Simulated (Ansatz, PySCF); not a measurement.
Species: C$_{2}$H$_{6}$OS, charge 0, singlet. C2H6OS (methylsulfinylmethane, SMILES CS(C)=O).
B3LYP-D3(BJ)/def2-TZVP minimum from Ansatz (a quantum-chemistry and plane-wave program):
```
S
O 1 1.4886
C 1 1.8169 2 106.63
H 3 1.0885 1 106.64 2 -67.13
H 3 1.0900 4 109.97 1 -118.01
H 3 1.0903 4 109.95 5 -122.84
C 1 1.8169 2 106.63 3 102.02
H 7 1.0885 1 106.64 2 67.13
H 7 1.0900 8 109.97 1 118.01
H 7 1.0903 8 109.95 9 122.84
```
Charge 0, spin multiplicity 1.

Total energies in hartree (Ansatz). Open shells are spin-unrestricted; no spin-orbit coupling. Correlated methods leave the cores frozen. No relativity. For partners of very few electrons the exact lower level stands in for a higher one.

```tsv
species	HF/cc-pV(T+d)Z	CCSD(T)/cc-pV(T+d)Z	HF/cc-pV(Q+d)Z	CCSD(T)/cc-pV(Q+d)Z	CCSD(T)/cc-pV(D+d)Z	CCSDT(Q)/cc-pV(D+d)Z
1: C2H6OS (methylsulfinylmethane, SMILES CS(=O)C)	-551.65800	-552.50880	-551.67526	-552.58022	-552.25723	-552.26005
2: S (triplet)	-397.50938	-397.65444	-397.51264	-397.66785	-397.60412	-397.60456
3: O (triplet)	-74.81176	-74.97396	-74.81729	-74.99357	-74.90995	-74.91013
4: C (triplet)	-37.69157	-37.78076	-37.69331	-37.78654	-37.76038	-37.76071
5: H (doublet)	-0.49981	-0.49981	-0.49995	-0.49995	-0.49928	-0.49928
```

Work out the enthalpy of formation at 298 K (by atomisation, with ideal-gas terms from PySCF's Hessian at B3LYP-D3(BJ)/def2-TZVP and the atoms' measured values of the G2/97 table; no spin-orbit terms) in kJ/mol: take Hartree-Fock from cc-pV(Q+d)Z, extrapolate the CCSD(T) correlation energy as X^-3 (X = 3, 4), and add CCSDT(Q) - CCSD(T) in cc-pV(D+d)Z. The further terms named in the bracket sum to +1.30598 hartree. 1 hartree = 2625.5 kJ/mol.


Species 1: correlation (64·(-0.90496) - 27·(-0.85080))/37 = -0.94448; step -0.00282; E1 = -551.67526 + (-0.94448) + (-0.00282) = -552.62256
Species 2: correlation (64·(-0.15521) - 27·(-0.14506))/37 = -0.16262; step -0.00044; E2 = -397.51264 + (-0.16262) + (-0.00044) = -397.67570
Species 3: correlation (64·(-0.17628) - 27·(-0.16220))/37 = -0.18655; step -0.00018; E3 = -74.81729 + (-0.18655) + (-0.00018) = -75.00402
Species 4: correlation (64·(-0.09323) - 27·(-0.08919))/37 = -0.09618; step -0.00033; E4 = -37.69331 + (-0.09618) + (-0.00033) = -37.78982
Species 5: correlation (64·(0.00000) - 27·(0.00000))/37 = 0.00000; step +0.00000; E5 = -0.49995 + (0.00000) + (+0.00000) = -0.49995
+1·E1 -1·E2 -1·E3 -2·E4 -6·E5 +1.30598 = -0.05752 hartree = -151.0 kJ/mol. Measured: -36.2 kcal/mol, -151.5 kJ/mol (G2/97 table in ASE (Curtiss et al.)); atomic spin-orbit terms, which the calculations lack, would raise the computed values. The composite differs from it by +0.4 kJ/mol; core, relativistic and spin-orbit terms are not in it.
